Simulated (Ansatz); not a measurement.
# C₂H₃FO: how energies converge with the basis set

The task here is to estimate one member of a computed series from the others.

The runs use Ansatz 0.2.0, Gaussian basis; one geometry, several basis sets.

The runs, in order: PBE0-D4/def2-SVP; ωB97M-V/def2-SVP; PBE0-D4/def2-QZVPP; ωB97M-V/def2-QZVPP; the functionals' def2-TZVPP values are taken from earlier runs.

## Structure used throughout

The geometry comes from an earlier relaxation with PBE0-D4 in a triple-zeta def2 set; it is a stationary point, not always the lowest conformer.

SMILES `O/C=C\F`, 7 atoms, charge 0, spin multiplicity 1.

Atoms are counted from 1 here; the program's logs count them from 0.

Bond lengths: O1–C2 1.349 Å, O1–H5 0.964 Å, C2–C3 1.324 Å, C2–H6 1.081 Å, C3–F4 1.351 Å, C3–H7 1.079 Å. Angles: C2–O1–H5 108.7°, O1–C2–C3 125.6°, O1–C2–H6 113.9°, C3–C2–H6 120.5°, C2–C3–F4 119.8°, C2–C3–H7 125.7°, F4–C3–H7 114.5°.

Set-up of the first run:

in.yaml

```yaml
crystal:
  periodic: [false, false, false]
  atoms:
    - {symbol: O, position_ang: [-0.959414, 1.150227, -0.179608]}
    - {symbol: C, position_ang: [0.078034, 0.487071, 0.370381]}
    - {symbol: C, position_ang: [0.502510, -0.714321, 0.010654]}
    - {symbol: F, position_ang: [-0.122177, -1.376448, -0.987874]}
    - {symbol: H, position_ang: [-1.339548, 0.604116, -0.877221]}
    - {symbol: H, position_ang: [0.569306, 1.027425, 1.168011]}
    - {symbol: H, position_ang: [1.332489, -1.246072, 0.449857]}
basis:
  gaussian: {orbitals: def2-SVP}
hamiltonian: {xc: pbe0, dispersion: d4}
output: {orbitals: {seedname: orbitals}}
```

Launch:

```sh
$ ansatz run in.yaml --threads 2 --pin off --events-out ev --progress --plain --max-ram 4352MiB
```

Among the steps run: PBE0-D4 in def2-SVP; ωB97M-V in def2-SVP; PBE0-D4 in def2-QZVPP; ωB97M-V in def2-QZVPP.

One of the session's tables, all rows but one given; the rest of the session is left out.

```
functional       basis  HOMO (eV)  LUMO (eV)
   PBE0-D4    def2-SVP      -6.59       1.16
   PBE0-D4  def2-TZVPP      -6.78       0.90
   PBE0-D4  def2-QZVPP      -6.83       0.64
   ωB97M-V    def2-SVP          ?          ?
   ωB97M-V  def2-TZVPP      -9.05       2.63
   ωB97M-V  def2-QZVPP      -9.11       2.00
```

Q: Estimate the row for ωB97M-V, def2-SVP from the others.

The run gave: HOMO (eV): -8.85; LUMO (eV): 3.44. In the column «HOMO (eV)» it lies between ωB97M-V, def2-TZVPP (-9.05) and PBE0-D4, def2-QZVPP (-6.83).
